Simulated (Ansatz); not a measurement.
Relaxation of CH$_{5}$SSi (8 atoms, charge -1, multiplicity 1), to a largest force component of 0.02 eV/Å in at most 50 steps.

These are results of RKS PBE0/def2-SVP in Ansatz 0.2.0, not measurements.

```xyz
8
Properties=species:S:1:pos:R:3:forces:R:3
Si -0.645 0.246 -1.031 0.61 -0.94 -1.39
C 0.564 0.184 0.462 0.27 -0.01 0.48
S 0.716 -1.559 0.911 0.13 -0.40 0.53
H -1.944 0.102 -0.333 -0.83 0.18 0.62
H -0.643 1.710 -1.313 -0.20 1.01 0.01
H 0.244 0.719 1.363 -0.10 0.19 0.20
H 1.565 0.542 0.202 0.18 0.26 -0.17
H 0.144 -1.944 -0.261 -0.06 -0.28 -0.28
```

Q: Where does it end, and by what steps?

A: The forces met the threshold. Limits of this set-up: an anion without diffuse functions, the dipole of an ion depends on the origin. After 5 steps the energy has fallen by 0.181 eV; H8 moved furthest, 0.26 Å.

| step | energy less start (eV) | largest force component (eV/Å) | accepted |
| --- | --- | --- | --- |
| 0 | 0.0000 | 1.388 | yes |
| 1 | -0.1507 | 0.446 | yes |
| 2 | -0.1748 | 0.248 | yes |
| 3 | -0.1791 | 0.158 | yes |
| 4 | -0.1789 | 0.160 | no |
| 5 | -0.1807 | 0.018 | yes |

```xyz
8
Properties=species:S:1:pos:R:3
Si -0.677 0.258 -1.133
C 0.545 0.142 0.429
S 0.766 -1.587 0.971
H -1.997 0.260 -0.315
H -0.635 1.812 -1.239
H 0.172 0.699 1.304
H 1.534 0.556 0.163
H 0.292 -2.141 -0.181
```

Whether the end is a true minimum wasn't checked by a vibrational analysis.

Time of the run: 20 s on 1 thread of Arm Neoverse V1 (shared host), peak memory 0.14 GiB.
